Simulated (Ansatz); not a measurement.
Basis-set series for H2OSi, SMILES `O=[SiH2]`. Charge 0, multiplicity 1. Geometry: relaxed with PBE0-D4/def2-TZVP.

Z-matrix (Å, degrees):
```
Si
O 1 1.516
H 1 1.486 2 124.0
H 1 1.486 2 124.0 3 180.0
```

```json
{"functional": "PBE0-D4", "basis": "def2-SVP", "functions": "42", "energy (Eh)": "-365.53350", "HOMO (eV)": "-8.13", "LUMO (eV)": "-1.91"}
{"functional": "PBE0-D4", "basis": "def2-QZVPP", "functions": "187", "energy (Eh)": "-365.75431", "HOMO (eV)": "-8.32", "LUMO (eV)": "-2.29"}
{"functional": "ωB97M-V", "basis": "def2-SVP", "functions": "42", "energy (Eh)": "-365.69195", "HOMO (eV)": "-10.44", "LUMO (eV)": "0.22"}
{"functional": "ωB97M-V", "basis": "def2-QZVPP", "functions": "187", "energy (Eh)": "-365.91507", "HOMO (eV)": "-10.70", "LUMO (eV)": "-0.39"}
```

Give the rows for def2-TZVPP. (An estimate is asked.)

The calculation gave: 
```json
{"functional": "PBE0-D4", "basis": "def2-TZVPP", "functions": "101", "energy (Eh)": "-365.73950", "HOMO (eV)": "-8.28", "LUMO (eV)": "-2.22"}
{"functional": "ωB97M-V", "basis": "def2-TZVPP", "functions": "101", "energy (Eh)": "-365.90121", "HOMO (eV)": "-10.66", "LUMO (eV)": "-0.23"}
```

Results of the Gaussian-basis code of Ansatz.
